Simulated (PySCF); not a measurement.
# SiH₄ + Cl₂ → SiH₂ + 2 HCl

Level: PBE in the def2-TZVP basis family, all electrons, no relativity, computed in PySCF with density fitting; open shells unrestricted.

```csv
species,state and structure,E (Eh),ZPE (kJ/mol),H(298 K) − H(0) (kJ/mol),S° (J/(mol K))
SiH₄,"singlet, Td, Si–H 1.493 Å (×4)",-291.72118,79.2,10.6,205.2
Cl₂,"singlet, D∞h, Cl–Cl 2.008 Å",-920.02118,3.2,9.2,223.0
SiH₂,"singlet, C2v, Si–H 1.539 Å (×2); H–Si–H 90.5°",-290.45799,29.5,10.0,207.8
HCl,"singlet, C∞v, H–Cl 1.289 Å",-460.62635,17.3,8.7,186.8
```

**Question.** What is the electronic reaction energy?

**Answer.** At PBE/def2-TZVP, ΔE = 83.1 kJ/mol from the differences of the total energies times 2625.5, uphill. 

**Question.** Add zero-point, thermal and entropy terms for 298.15 K and 1 bar.

**Answer.** ΔZPE = -18.3 and Δ[H(298) − H(0)] = 7.6 kJ/mol give ΔH° = 72.4 kJ/mol. ΔS° = 153.2 J/(mol K), so ΔG° = 72.4 − 298.15 × (0.1532) = 27 kJ/mol and log₁₀K = -4.7. ΔG° would change sign near 470 K if ΔH° and ΔS° stayed fixed.

Only the bonding shown was studied: isomers, or loss of a ligand pair, can lie lower.
